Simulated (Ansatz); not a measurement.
## Structural energy differences of yttrium

Level of theory: DFT, BLYP, plane waves (420 eV) with PAW, scalar-relativistic (Ansatz 0.2.0). (PAW data from PBE, frozen cores regenerated.)

Each structure is relaxed within its own symmetry, so a high-lying one may be dynamically unstable.

```csv
structure,ΔE (meV/atom),V (Å³/atom),cell,magnetic state
hcp,0,33.80,"a = 3.685 Å, c = 5.748 Å (c/a = 1.560)",spin not included
dhcp,8,33.49,"a = 3.640 Å, c = 11.679 Å (c/a = 3.209)",spin not included
fcc,24,33.47,a = 5.116 Å,spin not included
omega (AlB2-type),63,33.42,"a = 5.700 Å, c = 3.563 Å (c/a = 0.625)",spin not included
bcc,124,33.90,a = 4.078 Å,spin not included
A15,242,34.75,a = 6.527 Å,spin not included
simple cubic,715,36.68,a = 3.322 Å,spin not included
diamond,1699,56.63,a = 7.681 Å,spin not included
```

ΔE counts from hcp.

Differences under about 8 meV lie within the error of the k-point mesh.
